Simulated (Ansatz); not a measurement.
**Al₂H (doublet): wave-function methods side by side at distance Al1–Al2 = 2.187 Å, 6-31G**

How much of the correlation energy of Al₂H (doublet) does each wave-function method recover here?

Program: Ansatz 0.2.0, Gaussian basis. Level of theory: 6-31G, core rule «outside noble gas», up to 10 orbitals frozen. These are calculated values, not measurements.

The runs, in order: UHF; CCSD(T) on ROHF; CCSD(T) on UHF; BCCD(T) on ROHF; CISD; CCSDT(Q) on ROHF; CCSDT(Q) on UHF; CISDTQ; CCSDTQ on ROHF; CCSDTQ on UHF; CASSCF and MRCISD+Q, 3 electrons in 3 orbitals; CASSCF and NEVPT2, 3 electrons in 3 orbitals; CASSCF and MRCISD+Q, 7 electrons in 9 orbitals; CASSCF and NEVPT2, 7 electrons in 9 orbitals; Full CI.

17 further runs of the same task are left out: 13 that didn't finish, 4 set aside as unsound or not needed.

### Step 1. The system

The geometry derives from a PBE0/def2-TZVP stationary point (not a proven minimum). One bond is set to the value named and the two fragments are kept rigid.

3 atoms, charge 0, spin multiplicity 2.

Atoms are counted from 1 here; the program's logs count them from 0.

Bond lengths: Al1–Al2 2.187 Å, Al1–H3 1.619 Å. Angles: Al2–Al1–H3 180.0°.

### Step 2. UHF

in.yaml reads:

```yaml
crystal:
  periodic: [false, false, false]
  atoms:
    - {symbol: Al, position_ang: [0.000000, 0.000000, 0.189257]}
    - {symbol: Al, position_ang: [0.000000, 0.000000, -1.997743]}
    - {symbol: H, position_ang: [0.000000, 0.000000, 1.808487]}
basis:
  gaussian: {orbitals: 6-31G}
magnetization: {spin_polarized: true, initial_magnetization: 1}
hamiltonian: {xc: hf}
output: {orbitals: {seedname: orbitals}}
```

On the command line:

```
ansatz run in.yaml --threads 1 --pin off --events-out ev --progress --plain --max-ram 2393MiB
```

Further steps of the session: CCSD(T) on ROHF; CCSD(T) on UHF; BCCD(T) on ROHF; CISD; CCSDT(Q) on ROHF; CCSDT(Q) on UHF; CISDTQ; CCSDTQ on ROHF; CCSDTQ on UHF; CASSCF and MRCISD+Q, 3 electrons in 3 orbitals; CASSCF and NEVPT2, 3 electrons in 3 orbitals; CASSCF and MRCISD+Q, 7 electrons in 9 orbitals; CASSCF and NEVPT2, 7 electrons in 9 orbitals; Full CI.

Q: Predict the results of all the runs planned. Wanted: FCI below the RHF energy; RMP2 from FCI; UMP2 from FCI; RCCSD from FCI; RCCSD(T) from FCI; UCCSD(T) from FCI; RCCSDT(Q) from FCI; UCCSDT(Q) from FCI; MRCISD+Q pair from FCI.

**Answer**, as computed:

| quantity | value |
| --- | --- |
| FCI below the RHF energy | -2.2159 eV |
| RMP2 from FCI | +796.2 meV |
| UMP2 from FCI | +674.8 meV |
| RCCSD from FCI | +80.0 meV |
| RCCSD(T) from FCI | +30.7 meV |
| UCCSD(T) from FCI | -140.0 meV |
| RCCSDT(Q) from FCI | +1.7 meV |
| UCCSDT(Q) from FCI | +2.8 meV |
| MRCISD+Q pair from FCI | -33.5 meV |
| NEVPT2 valence from FCI | +175.3 meV |
| MRCISD+Q valence from FCI | +4.2 meV |
| levels within 1 kcal/mol (43 meV) | UCCSD, RCCSD(T), BCCD(T), RCCSDT, UCCSDT, CISDTQ, RCCSDT(Q), UCCSDT(Q), RCCSDTQ, UCCSDTQ, MRCISD+Q pair, MRCISD valence, MRCISD+Q valence |
| T1 diagnostic | 0.022 |
| effectively unpaired electrons | 1.17 |

RCCSD(T) lands +30.7 meV from the yardstick (1.4 % of the correlation energy). CCSD(T) misses by +30.7 meV on the restricted determinant and by -140.0 meV on the unrestricted one; the two need not hold the same state or core. UCCSD, UCCSD(T), MRCISD+Q pair fall below full CI: unrestricted runs freeze a spin-polarised core, another one than full CI's, and coupled cluster isn't variational. One determinant dominates. Of the multireference levels listed MRCISD+Q valence comes nearest in total energy (+4.2 meV), which doesn't show that its space is the better one. These misses are within one basis, not against nature; the frozen cores of restricted and unrestricted runs differ, which can shift their rows.
